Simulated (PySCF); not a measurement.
## CN₂ + F₂ → CF₂ + N₂

Level: PBE in the def2-TZVP basis family, all electrons, no relativity, computed in PySCF with density fitting; open shells unrestricted.

| species | state and structure | E (Eh) | ZPE (kJ/mol) | H(298 K) − H(0) (kJ/mol) | S° (J/(mol K)) |
| --- | --- | --- | --- | --- | --- |
| CN₂ | triplet, D∞h, C–N 1.235 Å (×2) | -147.38113 | 22.2 | 10.2 | 226.0 |
| F₂ | singlet, D∞h, F–F 1.413 Å | -199.42304 | 6.0 | 8.8 | 202.5 |
| CF₂ | singlet, C2v, C–F 1.318 Å (×2); F–C–F 104.6° | -237.57582 | 17.2 | 10.4 | 241.4 |
| N₂ | singlet, D∞h, N–N 1.103 Å | -109.45201 | 14.1 | 8.7 | 191.6 |

Task: What is the electronic reaction energy?

Result: At PBE/def2-TZVP, ΔE = -587.2 kJ/mol from the differences of the total energies times 2625.5, downhill. Fluorination of this kind underlies dry etching and chamber cleaning.

Task: Add zero-point, thermal and entropy terms for 298.15 K and 1 bar.

Result: ΔZPE = 3.1 and Δ[H(298) − H(0)] = 0.1 kJ/mol give ΔH° = -584.0 kJ/mol. ΔS° = 4.5 J/(mol K), so ΔG° = -584.0 − 298.15 × (0.0045) = -585 kJ/mol.

Only the bonding shown was studied: isomers, or loss of a ligand pair, can lie lower.
